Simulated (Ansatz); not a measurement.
Input file:

```yaml
crystal:
  periodic: [false, false, false]
  atoms:
    - {symbol: Al, position_ang: [0.000000, 0.000000, -0.003267]}
    - {symbol: C, position_ang: [0.000000, 0.000000, -1.919467]}
    - {symbol: H, position_ang: [0.000000, 0.000000, 1.922733]}
basis:
  gaussian: {orbitals: 6-31G}
magnetization: {spin_polarized: true, initial_magnetization: 2}
hamiltonian: {xc: {name: B3LYP}}
```

```sh
$ ansatz run in.yaml --threads 1 --pin off --events-out ev --progress --plain --max-ram 2393MiB
```

Log:

```
297 factors; integrals over basis functions are off by at most 1.1e-4 eV
mean field evaluation 1: about -7639.2916 eV, gradient 2.2e1 eV
mean field evaluation 2: about -7601.3493 eV, gradient 5.7e1 eV
mean field evaluation 4: about -7642.9382 eV, gradient 3.9e0 eV
mean field evaluation 8: about -7643.1131 eV, gradient 2.5e-1 eV
mean field evaluation 16: about -7643.1155 eV, gradient 1.9e-4 eV
mean field -7643.11546572 eV, -280.8793126755 hartree, gradient 6.1e-5 eV, S^2 2.014686; 3 other end points of the search recorded, 0 dependent functions left out
reference -7643.11567511 eV, -280.8793203705 hartree; 11, 9 occupied and 13, 15 virtual orbitals, 297 factors
Total energy: -7643.11567511 eV, -280.8793203705 hartree
```

Ran on 1 thread of Arm Neoverse V1, shared host: 0.93 s wall, 0.17 GiB peak host memory.
